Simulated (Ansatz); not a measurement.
# Worked example: building the atomization energy of C2H5NO, singlet

Measured: the G2/97 heats of formation, with zero-point and thermal terms from B3LYP taken off, give an electronic atomization energy of 868.2 kcal/mol (Curtiss et al., J. Chem. Phys. 106, 1063 (1997); Staroverov et al., J. Chem. Phys. 119, 12129 (2003)). The calculation below tries to reproduce it.

Geometry (MP2(full)/6-31G*, from the G2/97 set):

```xyz
9

O     0.3822    1.2661    0.0132
C     0.0348    0.0889    0.0009
N     0.9432   -0.9394   -0.0438
C    -1.4138   -0.3495    0.0050
H     0.6656   -1.8851    0.1751
H    -2.0396    0.5240   -0.1704
H    -1.6032   -1.1002   -0.7666
H    -1.6745   -0.7839    0.9749
H     1.9108   -0.6925    0.1170
```

Atomization energies (atoms less molecule, kcal/mol) from Ansatz 0.2.0, frozen cores, restricted molecule, unrestricted atoms, sets cc-pVDZ, cc-pVTZ, cc-pVQZ:

```tsv
level	DZ	TZ	QZ
HF	591.17	604.50	606.31
CCSD(T)	794.35	841.25	856.07
CCSDT	794.27	–	–
CCSDT(Q)	795.29	–	–
```

Question: Extrapolate Hartree–Fock with exp(−5.46 √X) and the CCSD(T) correlation part with X⁻³ (X = 3, 4), add each higher step from the largest set that has it, and compare with the measured value.

Answer: Hartree–Fock: 606.31 + (606.31 − 604.50) × 0.301 = 606.85.
Correlation: TZ 236.75, QZ 249.76; (64 × 249.76 − 27 × 236.75) / 37 = 259.25.
Full triples (DZ): 794.27 − 794.35 = -0.08.
(Q) (DZ): 795.29 − 794.27 = 1.02.
Sum: 867.0 kcal/mol, 1.2 below the measured 868.2.

The steps beyond CCSD(T) add 0.94 kcal/mol, while going from QZ to the limit adds 10.03. Core correlation, scalar relativity, spin–orbit terms and the relaxation from this MP2 geometry are missing from the sum, and the measured value has its own uncertainty.
